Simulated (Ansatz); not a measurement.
C3H7NO2 can be A, `CC(O)NC=O`, or B, `CO/C=C(/N)O`.

Calculated with Ansatz (gas phase, PBE0-D4/def2-TZVP geometries, no zero-point term in ΔE). CCSD(T)/CBS adds triple-zeta CCSD(T) − MP2 to the extrapolated MP2 energy (def2 sets, frozen cores). Functionals use def2-TZVPP. B3LYP here is the variant with VWN-RPA as its local correlation; programs differ in this. One conformer a species, not always the lowest.

Problem. Which isomer does CCSD(T)/CBS put lower? Give the gap. (Estimate.)

Solution. The calculation gave: A, by 124.1 kJ/mol.

Problem. Give E(B) − E(A) in kJ/mol with HF/def2-TZVPP, B3LYP, B2PLYP, PBE0-D4, PBE-D4, CCSD/def2-TZVPP, MP2/def2-TZVPP. (Best estimate.)

Solution. The calculation gave: HF/def2-TZVPP 130.5, B3LYP 120.5, B2PLYP 126.3, PBE0-D4 121.9, PBE-D4 121.3, CCSD/def2-TZVPP 125.8, MP2/def2-TZVPP 131.4. None reverses the order clearly.

Largest T1 diagnostic: 0.014.
